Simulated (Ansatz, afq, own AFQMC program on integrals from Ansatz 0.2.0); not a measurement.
# Where AFQMC and coupled cluster stand for VNH3⁺, quintet

```tsv
atom	x (Å)	y (Å)	z (Å)
V	-0.4528	0.0043	0.0030
N	1.2840	-0.0122	-0.0085
H	1.6721	-0.9547	-0.0062
H	1.6909	0.4576	0.7992
H	1.6800	0.4490	-0.8266
```

Connectivity, by distances: V–NH3.

Basis def2-SVP. Only valence electrons are correlated. Integrals, coupled cluster, full CI and functionals: Ansatz 0.2.0; the random walks run on the same integrals in our own AFQMC program. The CISD trial takes its coefficients from CCSD amplitudes. Released means that phaseless walkers are propagated on without the constraint, phases kept. Error bars are statistical, one sigma. The metal's outer-core s and p shells are frozen, which shifts wave-function levels against functionals.

Determinant: UHF, the one that the program's search chose, which needn't be the lowest solution. The geometry is a point of a scan.

No full CI on the walks' own integrals is used here; CCSDT(Q) serves as the reference and is uncertain by about the last step of the cluster series.

Cautions: no relativity below Rb; outer-core shells of the metal frozen; lower spins were not checked; higher spins were not checked.

```
T1 diagnostic                               : 0.0327
weight of the determinant in the CISD state : 0.898
⟨S²⟩ of the determinant                     : 6.005
size of the correlated space                : 12 electrons in 50 orbitals
```

Reference: CCSDT(Q), correlation energy -6.902 eV. The released energy is read at 3.00 1/Eh, later times being too noisy (meV from the phaseless value at times in 1/Eh: -4 ± 3 at 0.60, -4 ± 3 at 1.20, -10 ± 5 at 2.00, 3 ± 7 at 3.00, -8 ± 12 at 4.20).

```csv
level,E − E(reference) (meV),share of correlation (%)
HF,6902.0,0.00
MP2,807.8,88.30
CCSD,176.5,97.44
CCSD(T),24.8,99.64
CCSDT,10.6,99.85
ph-AFQMC/HF,61.6 ± 27.9,99.11
ph-AFQMC/CISD,6.7 ± 2.7,99.90
released AFQMC,9.6 ± 7.3,99.86
```

A walk keeps the symmetry of its determinant, which the program's search chose and which needn't be the lowest solution, so a lower state of the same spin and another symmetry isn't excluded. Released energies are given only where the last usable release times agree within the noise; a slower fall can still hide under it.
